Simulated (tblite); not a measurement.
C₄H₉OS (doublet state).
Z-matrix (Å and degrees, GFN2-xTB geometry), rows numbered from 1:
```
C 
C   1  1.5374
C   2  1.4738  1  112.97
S   3  1.7505  2  119.56  1   -94.72
C   4  1.8704  3   97.17  2  -128.40
O   4  1.4636  3  107.47  2   -18.96
H   1  1.0880  2  110.66  3   -59.07
H   1  1.0869  2  109.91  3  -179.28
H   1  1.0872  2  109.90  3    61.08
H   2  1.0927  1  109.22  3  -120.29
H   2  1.0957  1  108.32  3   121.31
H   3  1.0781  2  119.82  1    55.89
H   5  1.0832  4  108.45  3    59.42
H   5  1.0842  4  107.43  3   178.88
H   5  1.0826  4  108.07  3   -61.45
```

Computed values, GFN2-xTB/tblite, gas phase, harmonic and unscaled. The method is semi-empirical: single wavenumbers can be off by several per cent or more. One conformer, not necessarily the lowest. Open shells enter through the occupations alone, without spin polarisation, and single modes of such species can be off by tens of per cent.

Harmonic wavenumbers (cm⁻¹): 39.2, 60.9, 135.7, 179.5, 208.8, 251.1, 313.7, 384.7, 450.9, 558.3, 629.4, 677.8, 831.0, 857.5, 864.9, 960.5, 1024.2, 1038.9, 1128.0, 1161.0, 1195.8, 1242.9, 1258.6, 1323.1, 1396.2, 1430.5, 1442.9, 1450.8, 1493.0, 1498.0, 2920.5, 2979.0, 3031.4, 3038.6, 3043.1, 3058.2, 3074.6, 3083.5, 3087.0.

A = 5950, B = 1693, C = 1506 MHz; mass 105.037 u (most abundant isotopes); point group C1, symmetry number 1; spin multiplicity 2.

What is the zero-point energy?

½Σν̃ = 26402 cm⁻¹ = 315.84 kJ/mol.

Entropy at 298.15 K, 1 bar (ideal gas, RRHO, classical rotation)?

Translation 166.90, rotation 114.86, vibration 101.38, spin (R ln 2) 5.76: S = 388.9 J/(mol K).

And Cp and H(298.15 K) − H(0)?

Cp = 130.92 J/(mol K), of which vibrations give 97.66 (their classical limit is 39 R = 324.3); H(298.15 K) − H(0) = 25.25 kJ/mol without the zero-point energy, 15.34 from vibrations.

Which modes carry the vibrational entropy at 298.15 K?

39.2 cm⁻¹: 22.17; 60.9 cm⁻¹: 18.53; 135.7 cm⁻¹: 11.98; 179.5 cm⁻¹: 9.76; 208.8 cm⁻¹: 8.59; 251.1 cm⁻¹: 7.21 J/(mol K); the other 33 give 23.13 together.

What must be added to the electronic energy to get the Gibbs energy at 298.15 K and 1 bar?

ZPE + [H(298.15 K) − H(0)] − T·S = 315.84 + 25.25 − 115.95 = 225.14 kJ/mol.

Hindered rotation and anharmonicity are outside this model. Other conformers, if any are populated, would add a mixing term that is left out. The structure is chiral; the term R ln 2 for an equal mix with its mirror image is left out.

On one thread of an Arm Neoverse V1 (shared host), this took 0.39 s. The figure is for the frequency step alone.
